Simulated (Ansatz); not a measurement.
# Worked example: CF⁺, triplet against CF, quartet

Geometry (PBE0/def2-TZVP stationary point of a quartet), kept for both states (CF, quartet: Σ⁻; CF⁺, triplet: Π):

```xyz
2

C     0.0000    0.0000    0.0000
F     0.0000    0.0000    1.3159
```

Basis 6-31G; Ansatz 0.2.0. Only valence electrons are correlated (noble-gas cores frozen). R marks a restricted (for open shells ROHF) determinant, U an unrestricted one.

Full CI is exact within this basis and frozen core; it isn't the basis-set limit. The frozen core follows each run's orbitals, which can shift R against U totals by a few meV.

```tsv
level	E(CF, quartet) (hartree)	E(CF⁺, triplet) (hartree)
UHF	-137.054071	-136.652387
UMP2	-137.203378	-136.820007
UCCSD(T)	-137.211649	-136.832396
PBE	-137.473842	-137.091009
r2SCAN	-137.567699	-137.171018
full CI	-137.212343	-136.833942
```

Question: Give the vertical gap, CF⁺ triplet less CF quartet, at each level in eV (1 hartree = 27.2114 eV), and each error against full CI.

Answer: full CI: (-136.833942 − (-137.212343)) × 27.2114 = 10.297 eV (the reference)
r2SCAN: (-137.171018 − (-137.567699)) × 27.2114 = 10.794 eV, error 0.497 eV
PBE: (-137.091009 − (-137.473842)) × 27.2114 = 10.417 eV, error 0.120 eV
UCCSD(T): (-136.832396 − (-137.211649)) × 27.2114 = 10.320 eV, error 0.023 eV
UMP2: (-136.820007 − (-137.203378)) × 27.2114 = 10.432 eV, error 0.135 eV
UHF: (-136.652387 − (-137.054071)) × 27.2114 = 10.930 eV, error 0.633 eV

Total energies of functionals can't be set beside those of wave-function methods, since they hold the core's correlation and their own absolute errors; only the differences compare.

The set has no polarisation functions, so the order and spacing of states can differ from the basis-set limit.

In so small a basis the reference is far from its limit while semilocal and hybrid functionals are nearer theirs, so the functionals' errors here hold much of the reference's basis and frozen-core error, which can add to them or hide them.

Each level lands on the state that its own search finds. T1 diagnostics of restricted CCSD: 0.019 and 0.041.
